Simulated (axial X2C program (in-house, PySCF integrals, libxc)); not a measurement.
## Worked dissociation energy of PS: B3LYP, 2c

Computed with an axial X2C code built on PySCF integrals. Two-component (2c) means X2C with spin–orbit coupling and atomic mean-field two-electron Coulomb and Gaunt terms. Basis: S dyall-av3z [9s8p3d2f], P dyall-v3z [8s7p2d1f] (cores contracted in-house); Gaussian nuclei, density fitting, unrestricted open shells. Masses: S 31.972 u, P 30.974 u.

Molecular state: Ω = 1/2 (⟨Sz⟩ = -0.50, ⟨Lz⟩ = 1.00 at B3LYP).

| Property | Result |
| --- | --- |
| E(S) (2M_J = 2) | -399.178670 hartree |
| E(P) (2M_J = 3) | -342.069581 hartree |
| E(PS) at Re | -741.410087 hartree |
| ωe | 737.8 cm⁻¹ |
| ωexe | 2.52 cm⁻¹ |

**Question.** Work out De and D0.

**Answer.** De = -399.178670 + (-342.069581) − (-741.410087) = 0.16184 hartree = 4.404 eV. The zero-point energy is ωe/2 − ωexe/4 = 368 cm⁻¹ = 0.046 eV, so D0 = 4.358 eV.

One determinant describes the state; a PBE0 search over occupations chose it and may have missed a lower one. De is counted from the lowest determinant-based energies of the atoms at the same level, without counterpoise correction. Density functionals use the spin component along the axis (collinear). The 2c atoms are single determinants rather than J levels; their spin–orbit lowering is only partly caught, and De is too large by that part. This holds for B3LYP. Without a current term, density functionals place determinants with orbital angular momentum somewhat too high.

Each atomic determinant is the lowest at this level and need not be a pure J level. Totals compare only within one Hamiltonian and basis.
